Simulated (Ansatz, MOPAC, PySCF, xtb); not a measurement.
System: CH2, triplet: symmetric bend, bond length relaxed. Scanned: H-C-H angle. Other coordinates (C-H bond length) were minimised at PBE0/def2-TZVP.

Cartesian coordinates as functions of the variables (Å; names that start with a are angles):
```
C  0  0  0
H  r*sin(a/2)  0  r*cos(a/2)
H  -r*sin(a/2)  0  r*cos(a/2)
```

Methods: CCSD/cc-pVDZ = Ansatz (a quantum-chemistry and plane-wave program) with CCSD on UHF/cc-pVDZ, frozen core; UHF/def2-SVP (PySCF); GFN1-xTB (xtb); UKS-B3LYP/LANL2DZ = unrestricted B3LYP/LANL2DZ run with PySCF; AM1, unrestricted, heats of formation (MOPAC); FCI/cc-pVDZ = full CI/cc-pVDZ, frozen core (Ansatz).

Energies in kJ/mol, each method relative to its own lowest point.

```csv
a / °,CCSD/cc-pVDZ,UHF,GFN1-xTB,UKS-B3LYP/LANL2DZ,AM1,FCI/cc-pVDZ
171.60,26.6,30.6,18.2,15.4,2.6,26.6
165.85,23.1,26.6,16.0,13.2,1.6,23.0
156.74,15.3,17.8,11.1,8.1,0.2,15.2
149.23,8.5,10.1,6.5,3.8,0.0,8.4
140.75,2.4,3.1,2.2,0.3,2.1,2.4
132.26,0.0,0.0,0.0,0.0,7.8,0.0
122.75,3.6,3.3,1.8,5.5,19.8,3.5
114.06,14.1,14.1,8.8,17.4,37.2,14.0
109.17,23.6,23.9,15.4,27.6,49.9,23.4
99.09,51.9,53.7,36.6,57.7,83.9,51.5
93.84,71.8,74.8,52.2,78.7,106.1,71.2
83.75,120.7,126.7,92.6,130.7,158.1,119.7
75.26,173.6,183.0,138.7,187.2,—,172.2
67.61,231.8,244.2,191.4,248.8,—,229.9
```

Dashes: no converged value, or the column stops at the first point that the program doubted or that broke a chosen test of continuity, which isn't proof of a fault.

The scan ran from 180.0 to 60.0; beyond the range shown the relaxed coordinates jump or full CI changes its symmetry label.
